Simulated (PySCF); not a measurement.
# Scalar relativity in Al (aluminium, neutral)

[Ne] 3s2 3p1, 2P determinant; UHF calculated with PySCF 2.14 in dyall-av3z, once non-relativistic with a point nucleus and once with spin-free X2C-1e and a Gaussian nucleus.

| shell | ε non-rel. (eV) | ε X2C (eV) | rms r non-rel. (bohr, spins averaged) | rms r X2C (bohr, spins averaged) | change of radius (%) |
| --- | --- | --- | --- | --- | --- |
| 1s α | -1591.9 | -1595.1 | 0.1395 | 0.1390 | -0.34 |
| 1s β | -1591.8 | -1595.1 | 0.1395 | 0.1390 | -0.34 |
| 2s α | -133.63 | -134.12 | 0.6774 | 0.6756 | -0.27 |
| 2s β | -133.54 | -134.03 | 0.6774 | 0.6756 | -0.27 |
| 2p α | -87.633 | -87.586 | 0.6747 | 0.6743 | -0.05 |
| 2p β | -87.439 | -87.392 | 0.6747 | 0.6743 | -0.05 |
| 3s α | -11.580 | -11.605 | 2.816 | 2.811 | -0.19 |
| 3s β | -9.889 | -9.918 | 2.816 | 2.811 | -0.19 |
| 3p α | -5.942 | -5.932 | 3.696 | 3.699 | 0.07 |

The total energy goes from -241.8806 to -242.3174 hartree.

Ionisation energy, Al [Ne] 3s2 3p1 (2P) → Al⁺ [Ne] 3s2 (1S) (eV):

```
           method  non-relativistic  spin-free X2C   shift
              UHF             5.607          5.598  -0.009
              LDA             6.035          6.025  -0.010
              PBE             6.077          6.067  -0.010
             PBE0             6.097          6.087  -0.010
           r2SCAN             6.174          6.165  -0.010
    MP2 (valence)             5.834          5.825  -0.009
SCS-MP2 (valence)             5.818          5.809  -0.009
   CCSD (valence)             5.922          5.914  -0.009
CCSD(T) (valence)             5.956          5.947  -0.009
```

Relativity contracts and stabilises s shells directly. The contracted s shells screen the nucleus better, so for spin-averaged p shells the direct and indirect effects partly cancel.
